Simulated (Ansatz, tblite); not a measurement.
# The cluster B₂As: one state, many levels, part 2 of 2

How do method and basis change the picture of the cluster B₂As (doublet)?

Ansatz 0.2.0, Gaussian basis; as each input shows. Earlier steps stand in the parts before.

## 17. PBE-D4/def2-TZVPD

in.yaml reads:

```yaml
crystal:
  periodic: [false, false, false]
  atoms:
    - {symbol: B, position_ang: [1.061553, -0.162397, 0.000391]}
    - {symbol: B, position_ang: [-0.330527, -0.818237, -0.006194]}
    - {symbol: As, position_ang: [-0.731016, 0.980634, 0.005803]}
basis:
  gaussian: {orbitals: def2-TZVPD, initial_orbitals: start.molden}
magnetization: {spin_polarized: true, initial_magnetization: 1}
hamiltonian: {xc: pbe, dispersion: d4}
scf: {omitted_lower_state_checks: [starts]}
output: {orbitals: {seedname: orbitals}}
```

On the command line:

```console
$ ansatz run in.yaml --threads 4 --pin off --events-out ev --progress --plain --max-ram 3916MiB
```

Log:

```text
Functional definition: PBE
  name "PBE"
  cite "Perdew, Burke & Ernzerhof, Phys. Rev. Lett. 77, 3865 (1996) doi:10.1103/PhysRevLett.77.3865"
  parent pbe
  parameter kappa = 0.804
  parameter beta = 0.06672455060314922
  exchange = pbe_x(kappa = kappa, mu = beta*pi^2/3)
  correlation = pbe_c(beta = beta)
these checks for a lower state are left out or cut short: starts
737 factors; their error is unknown
mean field evaluation 1: about -62178.2618 eV, gradient 7.5e0 eV
mean field evaluation 2: about -62178.3431 eV, gradient 1.3e-1 eV
mean field evaluation 4: about -62178.3358 eV, gradient 3.8e-3 eV
mean field evaluation 8: about -62178.3358 eV, gradient 4.2e-5 eV
mean field -62178.33577291 eV, -2285.0116936649 hartree, gradient 4.2e-5 eV, S^2 0.764710; 0 other end points of the search recorded, 0 dependent functions left out
reference -62178.33581091 eV, -2285.0116950612 hartree; 22, 21 occupied and 106, 107 virtual orbitals, 737 factors
Total energy: -62178.41538097 eV, -2285.0146192069 hartree
Checks for a lower state left out: starts
```

Wall time 1.6 s (4 threads of Arm Neoverse V1, shared host).

HOMO -5.67 eV, LUMO -4.13 eV (over both spins); ⟨S²⟩ 0.765 (pure: 0.75).

## 18. r2SCAN-D4/def2-TZVPD

in.yaml, as its differences from that of step 17:

```diff
@@ -9,3 +9,3 @@
 magnetization: {spin_polarized: true, initial_magnetization: 1}
-hamiltonian: {xc: pbe, dispersion: d4}
+hamiltonian: {xc: r2scan, dispersion: d4}
 scf: {omitted_lower_state_checks: [starts]}
```

The command is unchanged.

Log:

```text
Functional definition: r2SCAN
  name "r2SCAN"
  cite "Furness, Kaplan, Ning, Perdew & Sun, J. Phys. Chem. Lett. 11, 8208 (2020) doi:10.1021/acs.jpclett.0c02405"
  cite "Furness, Kaplan, Ning, Perdew & Sun, J. Phys. Chem. Lett. 11, 9248 (2020) doi:10.1021/acs.jpclett.0c03077"
  parent r2scan
  parameter k0 = 0.174
  parameter k1 = 0.065
  parameter a1 = 4.9479
  exchange = r2scan_x(k0 = k0, k1 = k1, a1 = a1)
  correlation = r2scan_c
these checks for a lower state are left out or cut short: starts
737 factors; their error is unknown
mean field evaluation 1: about -62188.3922 eV, gradient 6.1e0 eV
mean field evaluation 2: about -62188.4338 eV, gradient 8.6e-2 eV
mean field evaluation 4: about -62188.4261 eV, gradient 5.9e-3 eV
mean field evaluation 8: about -62188.4261 eV, gradient 8.4e-5 eV
mean field -62188.42613670 eV, -2285.3825076944 hartree, gradient 1.6e-5 eV, S^2 0.786348; 0 other end points of the search recorded, 0 dependent functions left out
reference -62188.42615238 eV, -2285.3825082707 hartree; 22, 21 occupied and 106, 107 virtual orbitals, 737 factors
Total energy: -62188.44128877 eV, -2285.3830645229 hartree
Checks for a lower state left out: starts
```

It took 6.5 s on 4 threads of Arm Neoverse V1, shared host.

From the report: HOMO -6.07 eV, LUMO -3.97 eV (over both spins); ⟨S²⟩ 0.786 (pure: 0.75).

## 19. CCSD(T)/def2-TZVPP

in.yaml reads:

```yaml
crystal:
  periodic: [false, false, false]
  atoms:
    - {symbol: B, position_ang: [1.061553, -0.162397, 0.000391]}
    - {symbol: B, position_ang: [-0.330527, -0.818237, -0.006194]}
    - {symbol: As, position_ang: [-0.731016, 0.980634, 0.005803]}
basis:
  gaussian: {orbitals: def2-TZVPP, initial_orbitals: start.molden}
magnetization: {spin_polarized: true, initial_magnetization: 1}
correlation: {method: ccsd_t}
scf: {omitted_lower_state_checks: [starts, cluster_reference]}
output: {orbitals: {seedname: orbitals}}
```

Same command.

Log (excerpt; [...] marks lines left out):

```text
Functional definition: HF
  name "HF"
  cite "Fock, Z. Phys. 61, 126 (1930) doi:10.1007/BF01340294"
  parent pbe
[...]
714 factors; integrals over basis functions are off by at most 7.6e-4 eV
[...]
mean field -62135.05925756 eV, -2283.4213110597 hartree, gradient 4.7e-6 eV, S^2 1.245067; 0 other end points of the search recorded, 0 dependent functions left out
11 core orbitals not correlated: weight in the atoms' cores, before any rotation towards them, 1.000 or more for the frozen orbitals, at most 0.000 for the correlated occupied ones
reference -62135.05925756 eV, -2283.4213110597 hartree; 11, 10 occupied and 88, 89 virtual orbitals, 714 factors
second order -10.83632729 eV of doubles, -0.00000000 eV of singles
cycle   1  -10.64717343 eV  change    1.9e-1 eV  update   1.2e-1
[...]
cycle  15  -11.44273141 eV  change    8.0e-6 eV  update   2.5e-5
perturbative correction -0.77339060 eV, -0.0284215804 hartree
Total energy: -62147.27537958 eV, -2283.8702452633 hartree
Checks for a lower state left out: starts, cluster_reference
```

It took 6 s on 4 threads of Arm Neoverse V1, shared host; peak memory 0.63 GiB.

From the report: Hartree-Fock HOMO -9.64 eV, LUMO 0.05 eV (over both spins); ⟨S²⟩ 1.245 (pure: 0.75); T1 0.056. Doubts: large T1 diagnostic, spin contamination.

## 20. MP2/def2-TZVP

in.yaml reads:

```yaml
crystal:
  periodic: [false, false, false]
  atoms:
    - {symbol: B, position_ang: [1.061553, -0.162397, 0.000391]}
    - {symbol: B, position_ang: [-0.330527, -0.818237, -0.006194]}
    - {symbol: As, position_ang: [-0.731016, 0.980634, 0.005803]}
basis:
  gaussian: {orbitals: def2-TZVP, initial_orbitals: start.molden}
magnetization: {spin_polarized: true, initial_magnetization: 1}
correlation: {method: mp2}
scf: {omitted_lower_state_checks: [starts]}
output: {orbitals: {seedname: orbitals}}
```

Launched as before.

Log:

```text
Functional definition: HF
  name "HF"
  cite "Fock, Z. Phys. 61, 126 (1930) doi:10.1007/BF01340294"
  parent pbe
  exchange = exact_x
  correlation = 0
these checks for a lower state are left out or cut short: starts
714 factors; integrals over basis functions are off by at most 7.6e-4 eV
mean field evaluation 1: about -62134.4010 eV, gradient 1.7e1 eV
mean field evaluation 2: about -62134.9404 eV, gradient 7.4e-1 eV
mean field evaluation 4: about -62135.0492 eV, gradient 1.3e-1 eV
mean field evaluation 8: about -62135.0592 eV, gradient 6.6e-3 eV
mean field -62135.05925756 eV, -2283.4213110597 hartree, gradient 4.7e-6 eV, S^2 1.245067; 0 other end points of the search recorded, 0 dependent functions left out
11 core orbitals not correlated: weight in the atoms' cores, before any rotation towards them, 1.000 or more for the frozen orbitals, at most 0.000 for the correlated occupied ones
reference -62135.05925756 eV, -2283.4213110597 hartree; 11, 10 occupied and 88, 89 virtual orbitals, 714 factors
second order -10.83632729 eV of doubles, -0.00000000 eV of singles
Total energy: -62145.89558485 eV, -2283.8195387423 hartree
Checks for a lower state left out: starts
```

Run time: 0.95 s. Hardware: 4 threads of Arm Neoverse V1, shared host.

From the report: Hartree-Fock HOMO -9.64 eV, LUMO 0.05 eV (over both spins); ⟨S²⟩ 1.245 (pure: 0.75). Doubts: spin contamination.

## 21. RPA/def2-TZVP

in.yaml, as its differences from that of step 20:

```diff
@@ -9,4 +9,4 @@
 magnetization: {spin_polarized: true, initial_magnetization: 1}
-correlation: {method: mp2}
+hamiltonian: {xc: pbe}
+correlation: {method: rpa}
 scf: {omitted_lower_state_checks: [starts]}
-output: {orbitals: {seedname: orbitals}}
```

Same command.

Log (excerpt; [...] marks lines left out):

```text
Functional definition: PBE
  name "PBE"
  cite "Perdew, Burke & Ernzerhof, Phys. Rev. Lett. 77, 3865 (1996) doi:10.1103/PhysRevLett.77.3865"
  parent pbe
[...]
714 factors; integrals over basis functions are off by at most 7.6e-4 eV
[...]
mean field -62178.32277234 eV, -2285.0112159025 hartree, gradient 7.6e-6 eV, S^2 0.764678; 0 other end points of the search recorded, 0 dependent functions left out
11 core orbitals not correlated: weight in the atoms' cores, before any rotation towards them, 1.000 or more for the frozen orbitals, at most 0.000 for the correlated occupied ones
reference -62133.94075099 eV, -2283.3802067012 hartree; 11, 10 occupied and 88, 89 virtual orbitals, 714 factors
Total energy: -62152.18850263 eV, -2284.0507992051 hartree
Checks for a lower state left out: starts
```

Run time: 1.2 s. Hardware: 4 threads of Arm Neoverse V1, shared host.

Report: ⟨S²⟩ 0.765 (pure: 0.75).

## 22. CCSD(T)/def2-TZVPD

in.yaml reads:

```yaml
crystal:
  periodic: [false, false, false]
  atoms:
    - {symbol: B, position_ang: [1.061553, -0.162397, 0.000391]}
    - {symbol: B, position_ang: [-0.330527, -0.818237, -0.006194]}
    - {symbol: As, position_ang: [-0.731016, 0.980634, 0.005803]}
basis:
  gaussian: {orbitals: def2-TZVPD, initial_orbitals: start.molden}
magnetization: {spin_polarized: true, initial_magnetization: 1}
correlation: {method: ccsd_t}
scf: {omitted_lower_state_checks: [starts, cluster_reference]}
output: {orbitals: {seedname: orbitals}}
```

The command is unchanged.

Log (excerpt; [...] marks lines left out):

```text
Functional definition: HF
  name "HF"
  cite "Fock, Z. Phys. 61, 126 (1930) doi:10.1007/BF01340294"
  parent pbe
[...]
797 factors; integrals over basis functions are off by at most 7.4e-4 eV
[...]
mean field -62135.07081162 eV, -2283.4217356634 hartree, gradient 2.0e-6 eV, S^2 1.245550; 0 other end points of the search recorded, 0 dependent functions left out
11 core orbitals not correlated: weight in the atoms' cores, before any rotation towards them, 1.000 or more for the frozen orbitals, at most 0.000 for the correlated occupied ones
reference -62135.07081162 eV, -2283.4217356634 hartree; 11, 10 occupied and 106, 107 virtual orbitals, 797 factors
second order -10.88633567 eV of doubles, -0.00000000 eV of singles
cycle   1  -10.69037008 eV  change    2.0e-1 eV  update   1.2e-1
[...]
cycle  15  -11.48767514 eV  change    1.1e-5 eV  update   2.6e-5
perturbative correction -0.77652632 eV, -0.0285368160 hartree
Total energy: -62147.33501308 eV, -2283.8724367541 hartree
Checks for a lower state left out: starts, cluster_reference
```

Run time: 10 s. Hardware: 4 threads of Arm Neoverse V1, shared host; peak memory 0.93 GiB.

Report: Hartree-Fock HOMO -9.64 eV, LUMO -0.03 eV (over both spins); ⟨S²⟩ 1.246 (pure: 0.75); T1 0.056. Doubts: large T1 diagnostic, spin contamination.

## 23. Comparison

```
               level  functions  HOMO (eV)  LUMO (eV)  gap (eV)   ⟨S²⟩    time
           HF/STO-3G         28      -6.70       4.33     11.03  1.526  0.15 s
            HF/6-31G         47      -9.59       0.04      9.63  1.319   0.4 s
        HF/def2-TZVP        110      -9.64       0.05      9.68  1.245   1.4 s
       LDA/def2-TZVP        110      -5.67      -4.31      1.36  0.763  0.55 s
     PBE-D4/def2-SVP         60      -5.64      -4.06      1.58  0.766  0.55 s
    PBE-D4/def2-TZVP        110      -5.66      -4.12      1.54  0.765   1.1 s
   PBE-D4/def2-TZVPD        128      -5.67      -4.13      1.54  0.765   1.6 s
 r2SCAN-D4/def2-TZVP        110      -6.06      -3.96      2.10  0.786   4.8 s
r2SCAN-D4/def2-TZVPD        128      -6.07      -3.97      2.10  0.786   6.5 s
      B3LYP-D4/6-31G         47      -6.50      -3.26      3.24  0.767   0.7 s
  B3LYP-D4/def2-TZVP        110      -6.65      -3.47      3.18  0.764   1.3 s
    PBE0-D4/def2-SVP         60      -6.93      -3.24      3.69  0.775  0.75 s
   PBE0-D4/def2-TZVP        110      -6.91      -3.27      3.64  0.773   3.4 s
  PBE0-D4/def2-TZVPD        128      -6.92      -3.29      3.63  0.773   3.5 s
   ωB97M-V/def2-TZVP        110      -8.77      -1.29      7.49  0.767   5.5 s
```

Energy pieces by basis (eV):

```
     basis           HF  MP2 correlation  CCSD correlation      (T)              total
def2-TZVPP  -62135.0593         -10.8363          -11.4427  -0.7734        -62147.2754
 def2-TZVP  -62135.0593         -10.8363                             -62145.8956 (MP2)
def2-TZVPD  -62135.0708         -10.8863          -11.4877  -0.7765        -62147.3350
```

## 24. Binding energy

Free atoms were run apart at each level; binding is atoms less cluster, divided by the number of atoms, without zero-point or spin-orbit terms.

```
               level  binding an atom (eV)
          HF/STO-3G†                 2.361
           HF/6-31G†                 1.185
       HF/def2-TZVP†                 1.473
      HF/def2-TZVPD†                 1.474
      HF/def2-TZVPP†                 1.474
       LDA/def2-TZVP                 3.399
     PBE-D4/def2-SVP                 2.979
    PBE-D4/def2-TZVP                 2.936
   PBE-D4/def2-TZVPD                 2.937
 r2SCAN-D4/def2-TZVP                 2.810
r2SCAN-D4/def2-TZVPD                 2.810
      B3LYP-D4/6-31G                 2.479
  B3LYP-D4/def2-TZVP                 2.660
    PBE0-D4/def2-SVP                 2.801
   PBE0-D4/def2-TZVP                 2.753
  PBE0-D4/def2-TZVPD                 2.754
   ωB97M-V/def2-TZVP                 2.584
  PBE-QIDH/def2-TZVP                 2.656
       RPA/def2-TZVP                 2.319
      MP2/def2-TZVP†                 2.521
     MP2/def2-TZVPD†                 2.525
    CCSD/def2-TZVPD†                 2.298
    CCSD/def2-TZVPP†                 2.294
 CCSD(T)/def2-TZVPD†                 2.475
 CCSD(T)/def2-TZVPP†                 2.471
```

† marks a level with a doubtful state (flagged, unstable or spin-contaminated).

## 25. Summary of results

What follows sums up all 2 parts.

```
                                                                   quantity                            value
 gap in def2-TZVP, named functionals and Hartree-Fock, smallest and largest      1.36 eV (LDA), 9.68 eV (HF)
                                     correlation energy, CCSD(T)/def2-TZVPP                        -12.22 eV
                                          correlation energy, MP2/def2-TZVP                        -10.84 eV
                                     correlation energy, CCSD(T)/def2-TZVPD                        -12.26 eV
                                  binding an atom, functionals in def2-TZVP  2.58 (ωB97M-V) to 3.40 eV (LDA)
⟨S²⟩ in def2-TZVP, named functionals and Hartree-Fock, smallest and largest                     0.763, 1.245
                            PBE0 total energy, smallest basis above largest   8.92 eV (def2-SVP, def2-TZVPD)
```

**Reading.** Orbital gaps of the named functionals and Hartree-Fock in def2-TZVP span 1.36 eV (LDA) to 9.68 eV (HF); exact exchange widens it. Over the named functionals and Hartree-Fock in def2-TZVP spin contamination reaches 0.50 (HF), so some levels may describe another state. Notes on CCSD(T)/def2-TZVPP: large T1 diagnostic, spin contamination.

The slowest run with a step of its own, CCSD(T)/def2-TZVPD, took 10 s; the quickest functional in def2-TZVP took 0.55 s (shared host).
